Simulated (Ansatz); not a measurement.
in.yaml

```yaml
crystal:
  periodic: [false, false, false]
  atoms:
    - {symbol: Sn, position_ang: [0.000000, 0.000000, -0.051133]}
    - {symbol: H, position_ang: [0.000000, 0.000000, -1.553133]}
    - {symbol: H, position_ang: [0.000000, 0.000000, 1.604267]}
basis:
  gaussian: {orbitals: def2-SVP}
total_charge: 1
magnetization: {spin_polarized: true, initial_magnetization: 1}
hamiltonian: {xc: {name: wB97M-V}}
output: {orbitals: {seedname: orbitals}}
```

```sh
$ ansatz run in.yaml --threads 1 --pin off --events-out ev --progress --plain --max-ram 2393MiB
```

The program prints:

```
  # Of w^i u^j: cxij and so on, Table III.
  gx(w, u) = 1 - cx + cx01*u + cx10*w
  gss(w, u) = css00 + css04*u^4 + css10*w + css20*w^2 + css43*w^4*u^3
  gos(w, u) = cos00 + cos10*w + (cos20 + cos21*u)*w^2 + (cos60 + cos61*u)*w^6
      + integral(e_c_pw_mod_opposite_spin*gos(b97_w_opposite, b97_u_opposite)) + vv10(b, c)
444 factors; integrals over basis functions are off by at most 5.7e-4 eV
127 factors; integrals over basis functions are off by at most 7.8e-6 eV
mean field evaluation 1: about -5851.1528 eV, gradient 4.1e0 eV
mean field evaluation 2: about -5851.2745 eV, gradient 8.5e-1 eV
mean field evaluation 4: about -5851.2868 eV, gradient 2.4e-1 eV
mean field evaluation 8: about -5851.2878 eV, gradient 9.0e-3 eV
mean field evaluation 16: about -5851.2878 eV, gradient 1.7e-5 eV
mean field -5851.28776873 eV, -215.0308593554 hartree, gradient 1.7e-5 eV, S^2 0.754030; 0 other end points of the search recorded, 0 dependent functions left out
reference -5851.28780345 eV, -215.0308606314 hartree; 12, 11 occupied and 24, 25 virtual orbitals, 444 factors
Total energy: -5851.28780345 eV, -215.0308606314 hartree
```

Ran on 1 thread of Intel Xeon Platinum 8488C, shared host: 3.6 s wall, 0.18 GiB peak host memory.
